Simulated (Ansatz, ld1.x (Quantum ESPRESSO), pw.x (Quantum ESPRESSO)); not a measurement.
Re: does the TM potential hold in the solid?

```json
{
 "Element": "Re",
 "Generator": "ld1.x (Quantum ESPRESSO) 7.5",
 "Type": "norm-conserving Troullier–Martins (Kleinman–Bylander form)",
 "Functional": "PBEsol",
 "Relativity": "scalar-relativistic",
 "Frozen core": "[Xe] 4f14",
 "Valence charge": "7",
 "Reference configuration": "5d5 6s2 6p0",
 "Partial waves": "6s (bound): rc 2.00 bohr; 6p (bound, empty): rc 3.20 bohr; 5d (bound): rc 1.55 bohr",
 "Local potential": "all-electron potential smoothed inside 3.10 bohr (lloc = -1)",
 "Core correction": "none"
}
```

Crystal test: diamond Re in pw.x 7.5, no spin, 8³ k-points, Fermi–Dirac smearing 0.01 Ry, cutoffs 75/300 Ry. The reference is all-electron LAPW (Ansatz 0.2.0) with the same functional, mesh and smearing; V0 and B0 come from Birch–Murnaghan fits to the pressures at five volumes. Errors are pseudo minus all-electron; Δ is the rms difference of the E(V) curves that follow from these fits, minima aligned, over ±6 % about the mean V0. Mesh and smearing are coarse, so the numbers serve the comparison and aren't converged zero-temperature values; the lattice is a test structure that the element need not adopt.

All-electron: a0 = 5.594 Å (V0 = 21.88 Å³/atom), B0 = 190.5 GPa.

**Question.** How far does the potential miss the all-electron equation of state?

**Answer.** mean pressure error (GPa): +1.97; a0 (Å): 5.614; a0 error (%): +0.36; B0 error (%): -4.6; Δ (meV/atom): 9.5. The largest radius (3.20 bohr) exceeds half the bond length (2.29 bohr), so the spheres overlap, which is one possible source of error among others.

```json
{"V (Å³/atom)": "20.779", "P all-electron (GPa)": "10.97", "P pseudo (GPa)": "12.88"}
{"V (Å³/atom)": "21.326", "P all-electron (GPa)": "5.17", "P pseudo (GPa)": "7.13"}
{"V (Å³/atom)": "21.873", "P all-electron (GPa)": "0.08", "P pseudo (GPa)": "2.06"}
{"V (Å³/atom)": "22.420", "P all-electron (GPa)": "-4.40", "P pseudo (GPa)": "-2.40"}
{"V (Å³/atom)": "22.967", "P all-electron (GPa)": "-8.33", "P pseudo (GPa)": "-6.34"}
```

**Question.** At the middle volume, how do free energy and pressure move when the wave cutoff is lowered (ecutrho kept at four times it)?

**Answer.**

```
cutoff (Ry)  shift of F (meV/atom)  shift of P (GPa)
         34                  +64.6             -1.96
         45                  +36.4             -0.09
         60                   +6.8             -0.33
```

The run at the middle volume (29 k-points, 8 iterations) took about 25 s on one core of a shared host (Neoverse-V1, 32 threads, 247 GiB, load 26).
